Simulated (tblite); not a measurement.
C5H6N (doublet state).
Atom-mapped SMILES: `[H]/[C:1]=[N:2]/[CH:3]=[CH:4]/[CH:5]=[CH2:6]` (hydrogens: H7 on C1; H8 on C3; H9 on C4; H10 on C5; H11, H12 on C6)

The geometry is computed with GFN2-xTB (gas phase). This method treats the open shell by occupation alone, without spin polarisation.

Q: What internal coordinates does the optimisation give?

A: 
```json
{"bond": "C1=N2", "length (Å)": "1.206", "order": "double"}
{"bond": "N2–C3", "length (Å)": "1.300", "order": "single"}
{"bond": "C3=C4", "length (Å)": "1.380", "order": "double"}
{"bond": "C4–C5", "length (Å)": "1.414", "order": "single"}
{"bond": "C5=C6", "length (Å)": "1.345", "order": "double"}
{"bond": "C1–H7", "length (Å)": "1.076", "order": "single"}
{"bond": "C3–H8", "length (Å)": "1.084", "order": "single"}
{"bond": "C4–H9", "length (Å)": "1.081", "order": "single"}
{"bond": "C5–H10", "length (Å)": "1.083", "order": "single"}
{"bond": "C6–H11", "length (Å)": "1.077", "order": "single"}
{"bond": "C6–H12", "length (Å)": "1.075", "order": "single"}
```

Orders are formal, as drawn. A selection of angles:
```json
{"angle": "N2–C1–H7", "degrees": "125.5"}
{"angle": "C1–N2–C3", "degrees": "159.9"}
{"angle": "N2–C3–C4", "degrees": "124.0"}
{"angle": "N2–C3–H8", "degrees": "115.5"}
{"angle": "C4–C3–H8", "degrees": "120.3"}
{"angle": "C3–C4–C5", "degrees": "122.9"}
{"angle": "C3–C4–H9", "degrees": "118.7"}
{"angle": "C5–C4–H9", "degrees": "118.5"}
{"angle": "C4–C5–C6", "degrees": "124.2"}
{"angle": "C4–C5–H10", "degrees": "116.6"}
{"angle": "C6–C5–H10", "degrees": "119.2"}
{"angle": "C5–C6–H11", "degrees": "121.4"}
{"angle": "C5–C6–H12", "degrees": "121.8"}
{"angle": "H11–C6–H12", "degrees": "116.8"}
```

Torsions: C1–N2–C3–C4 -90°; N2–C3–C4–C5 -175° (antiperiplanar); C3–C4–C5–C6 180° (antiperiplanar). The mirror-image conformer, all signs reversed, is as good.

C5 (carbon bonded to 2 C and H) is planar (angles 124.2°, 119.2° and 116.6°, sum 360.0°, 0.00 Å off the plane of its three neighbours). N2 (nitrogen bonded to 2 C) is bent (angle 159.9°). C6 (carbon bonded to C and 2 H) is planar (angles 121.8°, 121.4° and 116.8°, sum 360.0°, 0.00 Å off the plane of its three neighbours). C4 (carbon bonded to 2 C and H) is planar (angles 122.9°, 118.7° and 118.5°, sum 360.0°, 0.00 Å off the plane of its three neighbours). The C–N distances run from 1.206 Å (C1=N2, drawn double) to 1.300 Å (N2–C3, drawn single), a spread of 0.094 Å. Of the pairs four or more bonds apart, H8···H10 is among the closest relative to their van der Waals radii: 2.45 Å, 102 % of the sum of Bondi's values. C3 (carbon bonded to C, N and H) is planar (angles 124.0°, 120.3° and 115.5°, sum 359.8°, 0.04 Å off the plane of its three neighbours).

Point group: C1 (no symmetry element, even within 0.4 Å). Its GFN2-xTB frequencies are all real (lowest 125 cm⁻¹).

Time: 0.64 s wall. Hardware: an Intel Xeon Platinum 8259CL at 2.50 GHz with one thread, no GPU, on a shared host. That covers the optimisation of the geometry.
